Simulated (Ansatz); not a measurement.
# CH4N: the cost of one run

Program: Ansatz 0.2.0, Gaussian basis. Level of theory: the settings change from run to run. These are calculated values, not measurements.

5 further runs of the same task are left out: 3 that didn't finish, 2 set aside as unsound or not needed.

### Step 1. The geometry

The geometry derives from fragments relaxed apart (PBE0/def2-TZVP) and kept rigid, so it is no stationary point. A hydrogen atom is moved between rigid fragments.

6 atoms, charge 0, spin multiplicity 4.

Atoms are counted from 1 here; the program's logs count them from 0.

Bond lengths: C1–H2 1.090 Å, C1–H3 1.090 Å, C1–H4 1.090 Å, C1–H5 1.013 Å. Angles: H2–C1–H3 109.5°, H2–C1–H4 109.5°, H2–C1–H5 109.5°, H3–C1–H4 109.5°, H3–C1–H5 109.5°, H4–C1–H5 109.5°.

As a file:

```csv
atom,x (Å),y (Å),z (Å)
C1,-1.2550,0.0000,0.0000
H2,-1.6182,1.0273,0.0000
H3,-1.6182,-0.5137,0.8897
H4,-1.6182,-0.5137,-0.8897
H5,-0.2420,0.0000,0.0000
N6,1.4430,0.0000,0.0000
```

### Step 2. BCCD on ROHF/def2-SVP

Contents of in.yaml:

```yaml
crystal:
  periodic: [false, false, false]
  atoms:
    - {symbol: C, position_ang: [-1.255038, 0.000000, 0.000000]}
    - {symbol: H, position_ang: [-1.618244, 1.027301, 0.000000]}
    - {symbol: H, position_ang: [-1.618244, -0.513650, 0.889668]}
    - {symbol: H, position_ang: [-1.618244, -0.513650, -0.889669]}
    - {symbol: H, position_ang: [-0.242038, 0.000000, 0.000000]}
    - {symbol: N, position_ang: [1.442962, 0.000000, 0.000000]}
basis:
  gaussian: {orbitals: def2-SVP}
magnetization: {spin_polarized: false, initial_magnetization: 3}
correlation: {method: bccd, electrons: valence, diis_vectors: 12}
scf: {lower_state_search: off}
output: {forces: true}
```

The run is started by

```console
ansatz run in.yaml --threads 1 --pin off --events-out ev --progress --plain --max-ram 2393MiB
```

Q: Estimate wall time and peak memory on 1 thread of Intel Xeon Platinum 8259CL at 2.50GHz, shared host.

About 6.5 s, with a peak of 0.25 GiB.
